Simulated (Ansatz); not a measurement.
`CC1=C(O)N1` and `OC1=CN1` differ in one atom or group.

Ansatz, PBE0-D4/def2-TZVP geometries, multiplicity 1. Each molecule was computed in one conformer, which needn't be the lowest.

```
                                      property  `CC1=C(O)N1`
         HOMO–LUMO gap (B3LYP/def2-TZVPP) / eV          5.64
zero-point energy (PBE0-D4/def2-TZVP) / kJ/mol         204.1
            HOMO energy (PBE0/def2-TZVPP) / eV         -5.48
             LUMO energy (PBE/def2-TZVPP) / eV         -0.15
size of the dipole moment (PBE/def2-TZVPP) / D          0.97
            LUMO energy (PBE0/def2-TZVPP) / eV          0.75
```

(1) What does the change do to each property? (Best estimate.)

Answers

(1) The calculation gave: 
| property | `OC1=CN1` | shift |
| --- | --- | --- |
| HOMO–LUMO gap (B3LYP/def2-TZVPP) / eV | 5.84 | 0.20 |
| zero-point energy (PBE0-D4/def2-TZVP) / kJ/mol | 129.4 | -74.7 |
| HOMO energy (PBE0/def2-TZVPP) / eV | -5.86 | -0.38 |
| LUMO energy (PBE/def2-TZVPP) / eV | -0.40 | -0.25 |
| size of the dipole moment (PBE/def2-TZVPP) / D | 1.46 | 0.49 |
| LUMO energy (PBE0/def2-TZVPP) / eV | 0.57 | -0.18 |

With PBE0 the HOMO falls by 0.38 eV and the LUMO falls by 0.18 eV, so the gap widens by about 0.20 eV. PBE moves the HOMO by -0.34 eV and ωB97M-V by -0.41 eV. The zero-point energy changes by -74.7 kJ/mol with -9 modes. Dipoles are sizes alone; their direction can turn.

B3LYP here is the variant with VWN-RPA as its local correlation; programs differ in this.
